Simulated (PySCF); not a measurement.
Gas-phase reaction: 4 SiH₄ + C₃H₄ (propyne) → 3 CH₃SiH₃ + SiH₂

Energies from PySCF, thermal terms from the rigid-rotor harmonic-oscillator model, ideal gas at 1 bar. † marks an energy on the PBE0/def2-TZVP geometry and frequencies; other levels use their own. CCSD(T) freezes the core. 6-31G* has spherical d functions here. All species are closed-shell singlets. B3LYP is the form with VWN-RPA correlation. CCSD(T) isn't extrapolated to the basis-set limit; its ΔH°(298 K) is -99.9 kJ in def2-SVP and -119.1 kJ in def2-TZVPP. The harmonic model lacks anharmonicity and excited electronic states, which grow with temperature; levels with a mode under 35 cm⁻¹ are left out. Internal rotation in CH₃SiH₃ is treated as a harmonic vibration of one conformer, which makes the entropy rough.

ΔH° and ΔS° at 298 K: B3LYP/6-31G* -118 kJ, -92 J/K; BLYP/def2-TZVP† -85 kJ, -92 J/K; CCSD(T)/def2-SVP† -100 kJ, -92 J/K; CCSD(T)/def2-TZVPP† -119 kJ, -92 J/K; HF/6-31G* -104 kJ, -90 J/K; HF/def2-TZVP† -81 kJ, -92 J/K.

### Question
With the heat capacities included, give log10 K (1 bar) at 500, 1200, 1800, 2000, 2500 K from B3LYP/6-31G*, BLYP/def2-TZVP†, CCSD(T)/def2-SVP†, CCSD(T)/def2-TZVPP†, HF/6-31G*, HF/def2-TZVP†.

### Answer
```json
[
 {"T (K)": "500", "B3LYP/6-31G*": "7.5", "BLYP/def2-TZVP†": "4.1", "CCSD(T)/def2-SVP†": "5.7", "CCSD(T)/def2-TZVPP†": "7.7", "HF/6-31G*": "6.2", "HF/def2-TZVP†": "3.7"},
 {"T (K)": "1200", "B3LYP/6-31G*": "0.4", "BLYP/def2-TZVP†": "-0.9", "CCSD(T)/def2-SVP†": "-0.3", "CCSD(T)/def2-TZVPP†": "0.6", "HF/6-31G*": "0.0", "HF/def2-TZVP†": "-1.1"},
 {"T (K)": "1800", "B3LYP/6-31G*": "-1.2", "BLYP/def2-TZVP†": "-2.1", "CCSD(T)/def2-SVP†": "-1.6", "CCSD(T)/def2-TZVPP†": "-1.1", "HF/6-31G*": "-1.4", "HF/def2-TZVP†": "-2.2"},
 {"T (K)": "2000", "B3LYP/6-31G*": "-1.5", "BLYP/def2-TZVP†": "-2.3", "CCSD(T)/def2-SVP†": "-1.9", "CCSD(T)/def2-TZVPP†": "-1.4", "HF/6-31G*": "-1.7", "HF/def2-TZVP†": "-2.4"},
 {"T (K)": "2500", "B3LYP/6-31G*": "-2.1", "BLYP/def2-TZVP†": "-2.6", "CCSD(T)/def2-SVP†": "-2.3", "CCSD(T)/def2-TZVPP†": "-1.9", "HF/6-31G*": "-2.1", "HF/def2-TZVP†": "-2.7"}
]
```
